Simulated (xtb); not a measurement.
# GFN2-xTB run of C5H11 (neopentyl radical)

Wanted: a structure relaxation of C5H11 (neopentyl radical). 

Program for the calculation: xtb 6.7.1.

1 further run of the same task is left out (set aside as unsound or not needed).

## 1. The system as given

The species is C5H11 (16 atoms), meant as a doublet with charge 0. SMILES: `[CH2]C(C)(C)C`. All atoms were displaced at random from a relaxed shape. The run starts from this shape.

Bond lengths: C1–C2 1.395 Å, C2–C3 1.625 Å, C2–C4 1.484 Å, C2–C5 1.456 Å, C1–H6 1.037 Å, C1–H7 1.067 Å, C3–H8 1.167 Å, C3–H9 1.010 Å, C3–H10 1.081 Å, C4–H11 1.078 Å, C4–H12 1.130 Å, C4–H13 0.941 Å, C5–H14 1.210 Å, C5–H15 1.124 Å, C5–H16 1.135 Å. Some angles: C1–C2–C3 113.0°, C1–C2–C4 107.0°, C1–C2–C5 109.5°, C3–C2–C4 117.2°, C3–C2–C5 99.4°, C4–C2–C5 110.4°, C2–C1–H6 122.6°, C2–C1–H7 125.1°, C2–C3–H8 105.0°, C2–C3–H9 110.8°.

## 2. A structure relaxation at GFN2-xTB

Contents of .CHRG:

```
0
```

Contents of .UHF:

```
1
```

Contents of xtb.inp:

```
$opt
   engine=rf
$end
```

Contents of struc.xyz:

```xyz
16

C      0.30550     1.17306    -0.94278
C      0.06093     0.06888    -0.12558
C      0.59638     0.27242     1.39489
C      0.54166    -1.12795    -0.85957
C     -1.36752    -0.03577     0.13715
H      1.20908     1.31731    -1.43045
H     -0.20532     2.10784    -0.87921
H      0.38179    -0.74297     1.92919
H      0.34026     1.18399     1.74538
H      1.64729     0.32822     1.14940
H      1.61581    -1.04371    -0.90375
H      0.42355    -2.02762    -0.18553
H      0.12324    -1.33745    -1.67544
H     -1.99399    -0.22028    -0.88108
H     -1.92342     0.82831     0.59322
H     -1.70137    -0.88647     0.81050
```

Command:

```
$ xtb struc.xyz --input xtb.inp --opt tight > struc.out 2> xtb.err
```

Q: Predict the results. Wanted: total energy at the end; dipole moment; HOMO energy; LUMO energy; dispersion energy; mean polarisability.

Answer, from the run:

Level: GFN2-xTB.

| quantity | value |
| --- | --- |
| total energy at the end | -16.23342 Eh |
| dipole moment | 0.47 D |
| HOMO energy (partly filled) | -8.27 eV |
| LUMO energy | 2.54 eV |
| dispersion energy | -23.43 kJ/mol |
| mean polarisability (D4 model) | 63.0 bohr³ |

What this shows: At the final geometry: Bond lengths: C1–C2 1.478 Å, C2–C3 1.548 Å, C2–C4 1.534 Å, C2–C5 1.534 Å, C1–H6 1.072 Å, C1–H7 1.072 Å, C3–H8 1.088 Å, C3–H9 1.087 Å, C3–H10 1.087 Å, C4–H11 1.087 Å, C4–H12 1.088 Å, C4–H13 1.088 Å, C5–H14 1.088 Å, C5–H15 1.087 Å, C5–H16 1.088 Å. Some angles: C1–C2–C3 109.2°, C1–C2–C4 110.4°, C1–C2–C5 110.4°, C3–C2–C4 108.5°, C3–C2–C5 108.5°, C4–C2–C5 109.9°, C2–C1–H6 120.6°, C2–C1–H7 120.6°, C2–C3–H8 110.0°, C2–C3–H9 110.3°. The optimisation took 11 steps and changed the energy by -1.875 eV. Mulliken charges run from -0.11 on C1 to +0.04 on C2.
